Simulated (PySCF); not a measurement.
Computed with PySCF 2.14.0 with TPSSh-D3(BJ)/def2-TZVP // r2SCAN-D4/def2-SVP. Isolated molecules, 0 K electronic values unless said otherwise. 

Reference species (SMILES): `[OH]` (neutral, multiplicity 2).

```yaml
dipole_moment: 1.75 D
```

Changed species: `[NH2]` (free radical NH2; the reference has free radical OH).

Task: Predict the effect on the dipole moment.

Result: the dipole moment rises by 0.19 D, to 1.94 D.
